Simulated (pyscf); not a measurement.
PySCF, gas phase, ωB97X-D3(BJ)/def2-SVP geometries.

Problem. H₃Si–SiH₃ (SMILES [SiH3][SiH3]) + HF (SMILES F) -> F–SiH₂–SiH₃ (SMILES F[SiH2][SiH3]) + H₂ (SMILES [H][H])
Surface: singlet. Broken: H–Si, F–H. Formed: F–Si, H–H. Give ΔE‡ and ΔE from ωB97M-D3(BJ)/def2-TZVP, relative to the separated reactants.

Solution. ΔE‡ = 129.9 kJ/mol, ΔE = -100.8 kJ/mol. Zero-point energy shifts the barrier by +0.9 kJ/mol. It is a four-centre exchange, with an imaginary mode of 1177i cm⁻¹. At the saddle there is also a short H–Si contact that neither side keeps. One saddle was located; it need not be the lowest between these sides.
